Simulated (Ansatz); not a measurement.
Relaxation of H9PSi2 (12 atoms, charge 0, multiplicity 1), to a largest force component of 0.03 eV/Å in at most 50 steps.

The calculation used RKS revPBE-D4/6-31G* (Ansatz 0.2.0).

```xyz
12
Properties=species:S:1:pos:R:3:forces:R:3
Si -0.050 0.070 0.005 -0.31 0.55 -0.71
H -0.169 0.124 1.474 -0.16 0.19 0.38
H 1.397 0.122 -0.378 0.01 0.00 0.01
H -0.678 1.332 -0.531 0.00 0.01 0.00
Si -1.218 -1.748 -0.935 -0.03 0.01 -0.04
H -1.962 -2.512 0.121 0.00 0.00 0.01
H -2.221 -1.235 -1.932 0.01 -0.01 0.02
H -0.298 -2.695 -1.648 0.01 -0.01 0.00
P 1.552 -2.569 1.441 0.33 -0.68 0.16
H 0.333 -3.263 1.119 0.10 0.06 0.03
H 1.766 -2.136 0.091 -0.02 -0.04 0.09
H 0.872 -1.382 1.836 0.07 -0.08 0.07
```

Where does it end, and by what steps?

The run converged. After 5 steps the energy has fallen by 0.246 eV; H12 moved furthest, 0.48 Å.

```csv
step,energy less start (eV),largest force component (eV/Å),accepted
0,0.0000,0.714,yes
1,-0.1870,0.147,yes
2,-0.2398,0.142,yes
3,-0.2378,0.343,no
4,-0.2447,0.057,yes
5,-0.2463,0.009,yes
```

```xyz
12
Properties=species:S:1:pos:R:3
Si -0.205 0.299 -0.137
H -0.321 0.368 1.358
H 1.253 0.311 -0.496
H -0.837 1.536 -0.710
Si -1.266 -1.635 -0.980
H -1.945 -2.396 0.122
H -2.306 -1.257 -1.996
H -0.277 -2.548 -1.644
P 1.732 -2.932 1.581
H 0.467 -3.520 1.238
H 1.914 -2.392 0.263
H 1.116 -1.728 2.063
```

Run time: 15 s on 1 thread of AMD EPYC 7B13 (Zen 3) (shared host), peak memory 0.14 GiB.
